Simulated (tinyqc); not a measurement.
The integration grid: Kohn-Sham LDA (VWN5) on finer and finer grids in the sto-6g basis, for BH3, spin multiplicity 1. Computed by the program tinyqc with PySCF. Self-consistent on each grid; the net force on the molecule should vanish.

Geometry (angstrom):
```
atom,x,y,z
B,0.0000,0.0000,0.0430
H,1.2620,0.0000,0.0000
H,-0.6310,1.0930,0.0000
H,-0.6310,-1.0930,0.0000
```

Kohn-Sham energy on Becke grids (radial x angular points per atom):
```
grid,points,residual of the electron count,E (hartree),E - finest (mhartree),largest net force without grid terms (hartree/bohr)
10 x 14,551,2.50e-02,-26.195446,-7.450526,3.17e-02
15 x 26,1551,3.58e-03,-26.185986,2.010211,3.92e-03
20 x 50,3983,-6.06e-04,-26.188298,-0.301953,3.80e-04
30 x 86,10294,6.77e-05,-26.188020,-0.024116,5.36e-05
50 x 194,38757,7.28e-06,-26.187999,-0.003157,2.99e-05
75 x 302,90484,-1.58e-07,-26.187996,0.000066,2.44e-06
120 x 590,282755,1.41e-08,-26.187996,0.000000,1.12e-07
```

What does the comparison show, and why?

The energy is within 0.1 mhartree of the finest grid first at 30 x 86. The error has both signs, since quadrature is not variational. The electron count and the net force are cheap signs of a poor grid.
